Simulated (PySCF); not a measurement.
Stepwise substitution at one centre (B Cl-SH). All species are isolated molecules in the gas phase. One relaxed conformer stands for each flexible species; it need not be the lowest. Strings in code marks are SMILES.

These are PySCF with PBE-D3(BJ)/def2-TZVP // B3LYP-D3(BJ)/def2-TZVP values and carry that method's errors. Excitations are Tamm–Dancoff values on a coarser integration grid. The basis has no diffuse functions, so Rydberg states are missing or too high.

```csv
species,HOMO (eV),T1 excitation (TDA) (eV)
0 of 3 Cl replaced by SH,(withheld),4.91
1 of 3 Cl replaced by SH,(withheld),4.49
"2 of 3 Cl replaced by SH (`SB(S)Cl` (H–S–B–Cl torsion 180°, Cl–B–S–H torsion 0°))",-6.58,4.36
3 of 3 Cl replaced by SH,-6.41,4.52
```

Task: Fill in the missing entries.

Result: 
- 0 of 3 Cl replaced by SH, HOMO (eV): -7.66
- 1 of 3 Cl replaced by SH, HOMO (eV): -7.13
